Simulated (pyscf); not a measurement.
H₂N–SiH₂–F + water (H₂O) -> H₂N–SiH(OH)–F + hydrogen (H₂), a four-centre exchange (singlet surface; H–Si, H–O broken, O–Si, H–H formed). Single points on ωB97X-D3(BJ)/def2-SVP structures (PySCF, gas phase). Energies in kJ/mol from the separated reactants.

Small-basis levels: PySCF, no dispersion term, spherical d functions. AM1 to PM7: differences of heats of formation from MOPAC, which are fitted to 298 K values and so differ in kind from electronic energies by zero-point and thermal terms. Cost: rough CPU time at the saddle relative to B3LYP/6-31G*, from one job on a shared machine.

| level | barrier | reaction energy | cost |
|---|---|---|---|
| HF/STO-3G | [?] | -47.8 | 0.05 |
| HF/3-21G | 172.9 | -125.9 | 0.06 |
| BP86/6-31G* | 109.8 | -103.1 | 2 |
| M06-2X/6-31G* | 128.4 | -114.2 | 2 |
| B3LYP/6-311+G** | 166.8 | -70.6 | 2 |
| B3LYP/def2-SVP | 127.0 | -89.2 | 1 |
| AM1 | 213.0 | -65.3 | under 0.02 |
| PM3 | [?] | -178.5 | under 0.02 |
| PM7 | 142.1 | -193.9 | under 0.02 |
| ωB97M-D3(BJ)/def2-TZVP | [?] | -98.3 | – |

Q: Complete the blanks.

A: 
- HF/STO-3G, barrier: 306.8
- PM3, barrier: 173.2
- ωB97M-D3(BJ)/def2-TZVP, barrier: 134.7

Against the last row the barrier runs from -24.9 (BP86/6-31G*) to +172.1 kJ/mol (HF/STO-3G). ωB97M-D3(BJ)/def2-TZVP has limits of its own. On the reactant side the descent ends in a complex (not fully relaxed), 19.6 kJ/mol under the separated species and 156.9 kJ/mol under the saddle at ωB97X-D3(BJ)/def2-TZVP. At the saddle there is also a short H–Si contact that neither side keeps. The same reactants have a lower exit, to HO–SiH₂–F + NH₃ (barrier +58.0 kJ/mol at ωB97M-D3(BJ)/def2-TZVP, against +134.7 kJ/mol here). This is the saddle that the search found; another between the same sides may lie lower.
